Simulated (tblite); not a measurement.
Compound: C₂H₆P₂.
Structure used (GFN2-xTB), in Å, numbered top down from 1:
```xyz
10
C2H6P2 angstrom
P      1.8146    0.5111    0.3476
P      0.2472   -0.1018   -1.0249
C     -1.1985    0.4775   -0.0289
C     -0.8414   -0.9558    0.2017
H      2.7445   -0.3905   -0.1668
H      2.2717    1.5312   -0.4851
H     -1.0081    1.1857    0.7673
H     -2.1033    0.6804   -0.5864
H     -0.4093   -1.2280    1.1562
H     -1.5086   -1.7052   -0.2032
```

Method: GFN2-xTB as coded in tblite; computed harmonic values from a numerical Hessian at the method's own geometry, unscaled. The method is semi-empirical: single wavenumbers can be off by several per cent or more. Modes of hydrogen on phosphorus can be 10 to 20 % off. One conformer, not necessarily the lowest.

Harmonic wavenumbers (cm⁻¹): 93.3, 206.5, 220.4, 487.5, 661.9, 703.9, 709.4, 752.8, 799.3, 820.1, 883.3, 989.5, 1006.8, 1129.4, 1140.3, 1146.7, 1392.2, 1423.7, 2249.9, 2316.0, 3040.2, 3041.8, 3053.0, 3069.0.

A = 9220, B = 3034, C = 2841 MHz; mass 91.994 u (most abundant isotopes); point group Cs, symmetry number 1.

Q: What is the zero-point energy?

A: ½Σν̃ = 15668 cm⁻¹ = 44.80 kcal/mol.

Q: Give the ideal-gas entropy at 298.15 K and 1 bar in the rigid-rotor, harmonic-oscillator model (classical rotation).

A: Translation 39.50, rotation 25.81, vibration 10.44: S = 75.7 cal/(mol K).

Q: And Cp and H(298.15 K) − H(0)?

A: Cp = 21.60 cal/(mol K), of which vibrations give 13.65 (their classical limit is 24 R = 47.7); H(298.15 K) − H(0) = 4.17 kcal/mol without the zero-point energy, 1.80 from vibrations.

Q: How do the functions run with temperature in this model?

A: 
```tsv
T (K)	S (cal/(mol K))	Cp (cal/(mol K))	H − H(0) (kcal/mol)	G − H(0) (kcal/mol)	ln q(vib)
50	51.7	9.4	0.42	-2.17	0.08
100	59.0	11.7	0.95	-4.95	0.40
373.15	81.0	25.6	5.94	-24.30	3.01
500	89.3	31.1	9.56	-35.11	4.41
750	103.5	38.4	18.32	-59.27	7.22
1000	115.2	43.1	28.54	-86.64	9.90
```

q(vib) and H(0) count from the zero-point level.

Q: Blend soft modes into free rotors: weight 1/[1 + (100 cm⁻¹/ν̃)⁴] for the oscillator and the rest for a rotor with moment μB/(μ + B), μ = h/(8π²ν), B = 10⁻⁴⁴ kg m². What vibrational entropy results?

A: 10.07 cal/(mol K) in place of 10.44, which changes −T·S at 298.15 K by +0.11 kcal/mol.

Hindered rotation and anharmonicity are outside this model. Other conformers, if any are populated, would add a mixing term that is left out.
